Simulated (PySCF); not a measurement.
Bonding in `C1=CCOC1`

Compound: C₄H₆O.
Numbering: `[CH:1]1=[CH:2][CH2:3][O:4][CH2:5]1` (hydrogens: H6 on C1; H7 on C2; H8, H9 on C3; H10, H11 on C5)

Structure used (PBE0-D3(BJ)/def2-SVP), in Å, numbered top down from 1:
```xyz
11
C4H6O angstrom
C     -0.7428    0.8090   -0.1939
C      0.5551    0.9649    0.0616
C      1.1854   -0.3785    0.2617
O      0.1371   -1.3073    0.1022
C     -1.0768   -0.6506   -0.1839
H     -1.4707    1.5995   -0.3843
H      1.1000    1.9086    0.1220
H      1.6425   -0.4799    1.2669
H      1.9920   -0.5742   -0.4741
H     -1.8406   -0.8994    0.5805
H     -1.4812   -0.9920   -1.1587
```

Bond orders from the PBE0/pcSseg-1 density (PySCF). Isolated species at its PBE0-D3(BJ)/def2-SVP geometry, gas phase.

(1) How far do the computed orders between heavy atoms stray from the drawn ones?

(2) Give the Mayer order of every bond, beside its length.

## Answers

(1) The largest departure is 0.131, at C1–C2 (drawn double, 1.869).

(2) 
| bond | drawn as | length (Å) | Mayer order |
| --- | --- | --- | --- |
| C1–C2 | double | 1.332 | 1.869 |
| C2–C3 | single | 1.497 | 1.037 |
| C3–O4 | single | 1.410 | 0.933 |
| O4–C5 | single | 1.409 | 0.933 |
| C5–C1 | single | 1.497 | 1.037 |
| C1–H6 | single | 1.091 | 0.975 |
| C2–H7 | single | 1.091 | 0.975 |
| C3–H8 | single | 1.109 | 0.934 |
| C3–H9 | single | 1.109 | 0.934 |
| C5–H10 | single | 1.109 | 0.934 |
| C5–H11 | single | 1.109 | 0.934 |

Bonds between the same two heavy elements. C–C: lowest C2–C3 and C5–C1 (1.037, 1.497 Å), highest C1–C2 (1.869, 1.332 Å). C–O: all 2 within 0.02 of one another (0.933 to 0.933). Bonds named together lie within 0.004.

Task: Sum the orders of all bonds at each heavy atom with more than one neighbour and set the sums beside the valence in the SMILES.

Result: C1 3.881 (drawn 4), C2 3.881 (drawn 4), C3 3.838 (drawn 4), O4 1.866 (drawn 2), C5 3.838 (drawn 4). Orders between atoms that aren't bonded are not in these sums.

The Mayer order sums products of elements of PS (density times overlap matrix) between the two atoms' basis functions, so it depends on the basis set.
